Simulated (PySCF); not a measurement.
# CH5BO: the cost of one run

Programs: PySCF 2.14.0, with density-fitted response routines of our own. Each step states its level of theory. These are calculated values for one molecule in the gas phase, unless marked as measured. Atoms count from 0, in the outputs and in this text.

## (1) The molecule as given

8 atoms, charge 0, multiplicity 1; geometry from: PBE0-D3(BJ)/def2-SVP.

Bonds of the start (Å): B0–O1 1.34, O1–C2 1.41, B0–H3 1.22, B0–H4 1.21, C2–H5 1.10, C2–H6 1.10, C2–H7 1.10.

## (2) Nuclear shieldings: PBE0/pcSseg-2

What the job is given:

```
{"job": {"kind": "nmr", "xc": "PBE0", "basis": "pcSseg-2", "pop": false}, "charge": 0, "multiplicity": 1}
B      1.360200     0.054611     0.050210
O      0.180326     0.526814     0.470175
C     -1.055675     0.015364     0.039022
H      1.404335    -0.867472    -0.740956
H      2.350019     0.587417     0.493950
H     -1.624624     0.813758    -0.461477
H     -0.925643    -0.828671    -0.658370
H     -1.633110    -0.322052     0.913095
```

Method: GIAO PBE0/pcSseg-2 NMR shielding, non-relativistic, gas phase.

Command:

```sh
OMP_NUM_THREADS=1 python probes_run.py task.json out
```

The driver reads the jobs from task.json and runs them one after another.

Q: Estimate the wall time and peak memory of this first job on 1 thread of Arm Neoverse V1, shared host.

About 8.8 s, with a peak of 0.76 GiB.
